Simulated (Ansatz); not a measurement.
Results of r²SCAN (PAW; Ansatz, an electronic-structure program) for 2H MoS2.

Settings: plane-wave cutoff 600 eV, 12×12×4 k mesh (along the axes of the cell as run), finite displacements, no spin polarisation, scalar-relativistic PAW data made under PBE.

Computed at the level's own relaxed cell.

```yaml
crystal:
  lattice:
    - [3.18438, 0.00000, 0.00000]
    - [-1.59219, 2.75776, 0.00000]
    - [0.00000, 0.00000, 12.99311]
  atoms:
    - { symbol: Mo, position: [0.66667, 0.33333, 0.75000] }
    - { symbol: Mo, position: [0.33333, 0.66667, 0.25000] }
    - { symbol: S, position: [0.66667, 0.33333, 0.36950] }
    - { symbol: S, position: [0.33333, 0.66667, 0.86950] }
    - { symbol: S, position: [0.33333, 0.66667, 0.63050] }
    - { symbol: S, position: [0.66667, 0.33333, 0.13050] }
```

Harmonic phonon frequencies (cm⁻¹; i marks an imaginary mode; at Γ without the LO shift):

```
q point                                                     frequencies
-------  --------------------------------------------------------------
Γ        0 0 0 21 21 34 283 283 284 284 382 382 382 382 409 411 469 470
```

Note: the cell comes from a level without a dispersion term, which matters for the spacing of layers, chains or molecules; the cell has widely spaced layers and the level no dispersion term, so their spacing and the moduli can rest on weak binding.
